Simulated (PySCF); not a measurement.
Compound: C₃H₂ (singlet state).
SMILES with atom numbers: `[C:1]=[C:2]=[CH2:3]` (hydrogens: H4, H5 on C3)

Geometry (PBE0-D3(BJ)/def2-SVP, Å), atoms numbered from 1 in this order:
```xyz
5
C3H2 angstrom
C      1.8826   -0.1955   -0.8358
C      0.7066   -0.0773   -0.3162
C     -0.5026    0.0446    0.2171
H     -1.0478    0.9978    0.1950
H     -1.0054   -0.8034    0.7017
```

The closed-shell ground state was solved at several levels (PySCF, density fitting, gas phase, non-relativistic).

```json
{"level": "KT3/pcSseg-2", "basis functions": "136", "HOMO (eV)": "-6.73", "LUMO (eV)": "-4.92", "gap (eV)": "1.81", "dipole (D)": "4.23"}
{"level": "PBE0/pcSseg-1", "basis functions": "61", "HOMO (eV)": "-7.91", "LUMO (eV)": "-3.98", "gap (eV)": "3.93", "dipole (D)": "4.26"}
{"level": "B3LYP/pcJ-1", "basis functions": "101", "HOMO (eV)": "-7.68", "LUMO (eV)": "-4.16", "gap (eV)": "3.52", "dipole (D)": "4.26"}
```

Task: Estimate the row for B3LYP/def2-SVPD, a basis of 76 functions; the other rows only guide the guess.

Result: HOMO -7.75 eV, LUMO -4.25 eV, gap 3.50 eV, dipole 4.40 D.

Task: Over all these levels, which gives the widest orbital gap and which the narrowest?

Result: PBE0/pcSseg-1 (global hybrid, 25 % exact exchange) has the widest, 3.93 eV, and KT3/pcSseg-2 (GGA) the narrowest, 1.81 eV. Functional and basis both differ between the two, so the spread mixes both effects.

Task: How far do the dipole and the HOMO energy spread over the levels?

Result: The dipole runs from 4.23 to 4.40 D (mean 4.29 D) and the HOMO from -7.91 to -6.73 eV.
